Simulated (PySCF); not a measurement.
# A diatomic session: NaH

One table from this session's results is given with a row withheld; the runs are named, their logs left out.

Method: Na def2-SVPD, H def2-SVPD, no relativity; program: PySCF 2.14.0.

Set-up of the first run:

Settings of the job:

```json
{"atoms": "Na, H", "charge": "0", "basis": "Na def2-SVPD, H def2-SVPD", "Hamiltonian": "no relativity", "basis functions": "26", "electrons treated": "12", "masses in u": "22.9898, 1.0078", "levels": "PBE0, PBE, r²SCAN, BHandHLYP, B97-3, BLYP, LC-ωPBE, HF, MP2, SCS-MP2, CCSD, CCSD(T)", "grid": "80 radial by 434 angular points", "occupations": "held fixed by the projection of orbital angular momentum", "dissociation limit": "Na + H, each in its ground configuration", "starting distance in angstrom": "1.895", "values of 2S to try": "0, 2"}
```

On the command line:

```bash
OMP_NUM_THREADS=1 python dia.py task.json out
```

Steps of the session up to this table: Input; The PBE0 curve of the state that the search chose; PBE (GGA); r²SCAN; BHandHLYP (global hybrid GGA); B97-3; BLYP (GGA); LC-ωPBE (range-separated hybrid); RHF; MP2 and coupled cluster.

One table of the session follows, with a row left open; its other results are not shown here.

Energy (eV) from each level's lowest point:

```
R (Å)    RHF  RHF-MP2  RHF-SCS-MP2  RHF-CCSD  RHF-CCSD(T)
1.624  0.294    0.272        0.272       n/a          n/a
1.699  0.148    0.134        0.134     0.139        0.138
1.775  0.057    0.050        0.050     0.054        0.054
1.831      ?        ?            ?         ?            ?
1.888  0.001    0.000        0.000     0.001        0.001
1.945  0.000    0.001        0.001     0.000        0.000
2.020  0.021    0.025        0.024     0.019        0.019
2.115  0.076    0.080        0.078     0.068        0.068
2.228  0.171    0.174        0.172     0.153        0.153
2.379  0.332    0.330        0.326       n/a          n/a
```

Q: Estimate the row for R (Å) = 1.831 from the others.

Worked estimate for «RHF». A straight line through the neighbours (1.775, 0.057) and (1.888, 0.001) gives 0.057 + (0.001 − 0.057) × (1.831 − 1.775) / (1.888 − 1.775) = 0.029; a parabola fitted to 4 rows on both sides gives 0.018.

**Answer.** RHF: 0.019; RHF-MP2: 0.015; RHF-SCS-MP2: 0.015; RHF-CCSD: 0.018; RHF-CCSD(T): 0.018. In «RHF» the line misses by +0.010 and the parabola by -0.001.
